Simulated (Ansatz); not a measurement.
Density of states of Ir (P6_3/mmc, a = 2.729 Å, b = 2.729 Å, c = 4.422 Å, α = 90.00°, β = 90.00°, γ = 120.00°), in states per eV and primitive cell, averaged over bins of 0.4 eV. All numbers below come from Ansatz, DFT r2SCAN, scalar-relativistic, plane waves, PAW.

Plane waves to 500 eV, a k mesh through Γ of 18×18×10 on the computed 2-atom cell and Gaussian smearing (0.10 eV); no spin polarisation.

The cell is relaxed at this level. The states (both spins) are summed by tetrahedra on a 27×27×15 mesh at the self-consistent density. Energies are bin centres; the table starts no lower than −8 eV and ends at 6 eV, or lower where the solved bands end.

It is a metal at this level.

```tsv
E − E_F (eV)	total	Ir 5d	Ir 6s
-7.85	1.61	1.09	0.50
-7.45	2.01	1.58	0.41
-7.05	2.28	1.96	0.30
-6.65	1.70	1.52	0.16
-6.25	2.35	2.12	0.18
-5.85	1.89	1.78	0.07
-5.45	2.70	2.52	0.12
-5.05	1.74	1.60	0.09
-4.65	2.10	1.97	0.09
-4.25	3.11	2.90	0.14
-3.85	2.80	2.60	0.13
-3.45	2.98	2.75	0.14
-3.05	3.02	2.74	0.15
-2.65	2.11	1.91	0.10
-2.25	1.72	1.55	0.08
-1.85	1.56	1.42	0.06
-1.45	1.47	1.36	0.04
-1.05	1.39	1.30	0.04
-0.65	1.53	1.44	0.04
-0.25	2.02	1.93	0.05
0.15	2.53	2.43	0.07
0.55	3.35	3.23	0.09
0.95	2.44	2.30	0.10
1.35	0.57	0.41	0.12
1.75	0.54	0.34	0.14
2.15	0.53	0.29	0.15
2.55	0.53	0.25	0.17
2.95	0.52	0.22	0.18
3.35	0.48	0.18	0.17
3.75	0.46	0.14	0.17
4.15	0.45	0.12	0.17
4.55	0.46	0.10	0.18
4.95	0.55	0.11	0.24
5.35	0.48	0.08	0.20
5.75	0.40	0.05	0.15
```

The columns after the total are the Löwdin projections on the occupied valence shells of the potentials. The rest of the total lies in shells that are empty in the free atom, which aren't projected, and between the atoms.

Spin-orbit coupling is left out, which matters for the bands of heavy elements.

This form isn't the element's structure at ambient conditions.

Cost: 1 run of about 0.8 core-minutes, on Arm Neoverse V2 (shared hosts).